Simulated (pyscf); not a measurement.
This saddle point was located with ωB97X-D3(BJ)/def2-SVP in PySCF.

```xyz
11

N     -1.5900    -0.9047     0.4797
Si    -0.6128     0.4900     0.2987
N     -0.5539     0.5950    -1.4419
H     -2.1222    -1.2497    -0.3102
H     -2.0035    -1.1462     1.3719
H     -0.9684     2.1943     0.2195
H      0.7294     0.4748     0.9221
H     -0.3418    -0.2518    -1.9628
H     -0.1155     1.3973    -1.8822
F     -1.3463     1.1840     2.0068
H     -1.2311     1.9898     1.1316
```
Charge 0, spin multiplicity 1.

Surface: singlet, charge 0. Lowest wavenumbers (cm⁻¹): 1012i, 105, 219, 289, 337.

Q: Name the species on either side of this saddle.

A: H₂N–SiH₂–NH₂ (SMILES N[SiH2]N) + HF (SMILES F) <-> H₂N–SiH(NH₂)–F (SMILES N[SiH](N)F) + H₂ (SMILES [H][H]), a four-centre exchange read from left to right: H–Si, F–H broken and F–Si, H–H formed. At ωB97M-D3(BJ)/def2-TZVP it lies +101.9 kJ/mol from the left side and +253.0 kJ/mol from the right (each side as separated species at their lowest minima found). At the saddle there is also a short H–Si contact that neither side keeps. This is the saddle that the search found; another between the same sides may lie lower.
